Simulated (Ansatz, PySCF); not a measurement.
C₄H₈, SMILES C=C(C)C.

Geometry optimised at B3LYP-D3(BJ)/def2-SVP.

Vertical ionisation energy (IE) and electron affinity (EA) in eV. Rows of orbital energies are one-electron estimates. Where ΔSCF, EOM or ADC give a negative EA the extra electron is unbound and the value depends on the basis.

| level | IE | EA |
|---|---|---|
| −ε(HOMO), −ε(LUMO), CAM-B3LYP/def2-TZVP (PySCF) | 8.35 | -1.62 |
| −ε(HOMO), −ε(LUMO), PBE/def2-TZVP (PySCF) | 5.92 | 0.54 |
| ΔSCF, PBE0/def2-SVPD (Ansatz), final states of multiplicity 2 and 2 | ? | ? |
| ΔSCF, PBE/def2-SVPD (Ansatz), final states of multiplicity 2 and 2 | 9.21 | -1.66 |

Problem. Fill in the missing entries. (The exact figures need the calculation; the answer reports its results.)

Solution. 
- ΔSCF, PBE0/def2-SVPD (Ansatz, a first-principles code), final states of multiplicity 2 and 2, IE: 9.21
- ΔSCF, PBE0/def2-SVPD (Ansatz), final states of multiplicity 2 and 2, EA: -1.84

Problem. What vertical singlet–triplet gap does ΔSCF give with PBE0/def2-SVPD (Ansatz) and with PBE/def2-SVPD (Ansatz)? (An estimate is asked for; the answer gives what the named calculation found.)

Solution. 4.20 and 4.34 eV (triplet above singlet where positive).
